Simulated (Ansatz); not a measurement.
A calculation on rock-salt HfN returned lattice constant a 4.567 Å, bulk modulus 253 GPa, cohesive energy 7.03 eV/atom.

For reference: lattice constant a 4.524 Å (measured, room temperature, no zero-point or thermal correction; as tabulated in Seo, Lee, Wen, Petrov, Greene, Gall, J. Appl. Phys. 96, 878 (2004)); bulk modulus 260 GPa (measured, room temperature, no zero-point or thermal correction, our sources range from 260 to 306; as tabulated in Synthesis of Binary Transition Metal Nitrides, Carbides and Borides from the …).

Which level of theory produced these numbers?
(A) r²SCAN-D4 (Ansatz, a program for electronic structure)
(B) revPBE (Ansatz)
(C) BLYP (Ansatz)
(D) PBEsol (Ansatz)

B, revPBE (Ansatz)

The others give: BLYP 4.596 Å, 245 GPa, 6.80 eV/atom; PBEsol 4.501 Å, 284 GPa, 8.13 eV/atom; r²SCAN-D4 4.516 Å, 285 GPa, 7.56 eV/atom.

Unless a cell is named, each level is at its own relaxed cell (BLYP 12.14, PBEsol 11.40, r²SCAN-D4 11.51, revPBE 11.90 Å³/atom).

Ansatz's density-functional and Hartree–Fock values are scalar-relativistic unless marked +SOC, with PAW data made under PBE.
